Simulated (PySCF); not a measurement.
Molecule: `Cn1nccn1`, C₃H₅N₃.

Numbering as in the mapped SMILES `[CH3:1][n:2]1[n:3][cH:4][cH:5][n:6]1`; H(Xn) means a hydrogen on atom n.

Geometry PBE0-D3(BJ)/def2-SVP throughout; GIAO in PySCF 2.14, gas phase, one conformer, non-relativistic; equivalent atoms averaged; functional PBE0.

Task: How do the absolute shieldings σ depend on the basis set? (ppm; last column core-seconds on 1 thread of an Arm Neoverse V1, shared host)

Result: 
```csv
basis set,functions,C4/C5,C1,N3/N6,N2,H(C4)/H(C5),H(C1),core-s
STO-3G,35,120.9,194.1,28.4,151.8,25.32,28.93,2.5
6-31G,64,69.4,158.1,-72.5,24.5,25.03,28.46,4.8
6-31G*,94,67.2,153.9,-56.8,26.6,24.82,28.04,6.4
def2-SVP,109,63.4,153.9,-68.2,21.0,24.26,27.52,7
"6-311+G(2d,p)",192,50.4,145.6,-89.4,-3.3,23.97,27.45,16
def2-TZVP,216,49.3,145.3,-93.9,-5.7,23.94,27.44,19
```

Task: Which nucleus moves most, in ppm?

Result: N2 (pyrrole-type ring nitrogen): from -5.7 ppm with def2-TZVP to 151.8 ppm with STO-3G. The smallest spread is 1.38 ppm, at H(C4)/H(C5). Proton shifts span only some 12 ppm, so a few tenths of a ppm matter as much there as several ppm in carbon.

Task: Taking the largest basis, def2-TZVP (216 functions), as the yardstick, rank the others by their worst heavy-atom deviation.

Result: 6-311+G(2d,p) 4.5 ppm (192 functions), def2-SVP 26.8 ppm (109 functions), 6-31G 30.2 ppm (64 functions), 6-31G* 37.1 ppm (94 functions), STO-3G 157.5 ppm (35 functions).

A small basis that lands close on one nucleus may do so by chance; judge by the trend and by all nuclei.
